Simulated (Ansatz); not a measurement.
Basis-set extrapolation for C2HCl2F (`FC=C(Cl)Cl`) (PBE0-D4/def2-TZVP geometry, frozen core, Ansatz). Multiplicity 1, RHF reference.

|  | def2-TZVPP | def2-QZVPP |
| --- | --- | --- |
| HF | -1094.803997 | -1094.837121 |
| MP2 correlation | -0.938364 | -1.022183 |
| CCSD(T) correlation | -1.016953 | not run |

Energies in hartree. Use E(X) = E(∞) + A·exp(−7.88·√X) for Hartree–Fock and E(X) = E(∞) + B·X^(−2.97) for correlation, with X = 3 and 4, and add CCSD(T) minus MP2 of the smaller set to the MP2 limit.

Problem. What is the CCSD(T) energy at the basis-set limit?

Solution. HF limit: -1094.837121 + (-0.033124) × 0.13774 = -1094.84168. MP2 limit: -1.022183 + (-0.083819) × 0.74074 = -1.08427. Higher-order term: -1.016953 − (-0.938364) = -0.07859. Total: -1096.00454 hartree, 115.2 kcal/mol below CCSD(T)/def2-TZVPP.
